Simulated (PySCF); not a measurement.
hydrogen sulfide cation (H₂S), SMILES S (connectivity only; charge and spin as stated), charge +1, multiplicity 2.

Geometry: PBE0-D3(BJ)/def2-TZVPD. The spin state was assumed, not searched.

These are PBE0/def2-TZVPD (PySCF) values and carry that method's errors.

The molecule is in vacuum.

| Quantity | Value |
|---|---|
| total energy | -398.88248 hartree |
| point group | C2v |
| α spin, highest occupied and lowest empty level | -18.19 and -7.51 eV |
| β spin, highest occupied and lowest empty level | -19.05 and -13.06 eV |
| dipole moment about the centre of nuclear charge | 1.42 D |
| mean static polarisability | 15.6 bohr³ (2.31 Å³) |
| polarisability, principal values | 13.2, 16.3, 17.2 bohr³ |
| ⟨S²⟩ | 0.756 (pure state 0.75) |
